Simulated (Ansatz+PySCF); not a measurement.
doublet H₂O(+): levels of theory in one basis

```xyz
3

O     0.0008    0.0480   -0.1307
H    -0.0138    0.7737    0.4560
H    -0.0113   -0.8068    0.5142
```

Basis set: def2-SVP (spherical functions). Left uncorrelated: 1 orbital. Correlation on ROHF uses semicanonical orbitals with singles. Charge 1, multiplicity 2.

Computed with Ansatz (development build ahead of 0.2.0); each method stands on the lowest determinant of its kind that the runs found. NEVPT2 correlates all electrons. Active spaces start from the frontier orbitals, and the lowest solution found is given.

```tsv
method	E − E(ROHF) (eV)	<S²> of the determinant
ROHF	0.00	0.75
UHF	-0.13	0.76
ROHF-MP2	-4.28	–
ROHF-CCSD	-4.75	–
UHF-CCSD	-4.75	0.76
ROHF-CCSD(T)	-4.81	–
UHF-CCSD(T)	-4.81	0.76
CASSCF(7,6)	-1.52	–
```

Task: What does SC-NEVPT2(7,6) give on the same scale?

Result: -4.34 eV. NEVPT2 here correlates all electrons, so it doesn't share the others' frozen core.

Task: Is a single determinant a sound starting point here?

Result: By this sign, yes. Unrestricted orbitals gain 0.13 eV and <S²> is 0.76 against 0.75 for a pure state. The CASSCF(7,6) natural occupations are 2.00, 1.98, 1.97, 1.00, 0.03, 0.02.
